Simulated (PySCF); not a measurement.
## MgSi at PBE0

Level: PBE0. Mg pcseg-2, Si pcseg-2; no relativity (PySCF 2.14).

For MgSi, the state is ³Π (triplet), unpaired electrons σ ↑, π ↑, a second solution, started from another occupation, the bond length is 2.814 Å and the harmonic wavenumber is 224 cm⁻¹. The force constant is 0.383 mdyn/Å. The rotational constant Be is 0.1648 cm⁻¹ and the anharmonicity ωexe is 2.99 cm⁻¹. The vibration–rotation constant αe is 0.00219 cm⁻¹ and the energy of the minimum from ground-state Mg + Si is -0.419 eV. The bond order (Mayer) is 0.78. The dipole moment (positive dipole means Mg(−)Si(+)) is -0.66 D.
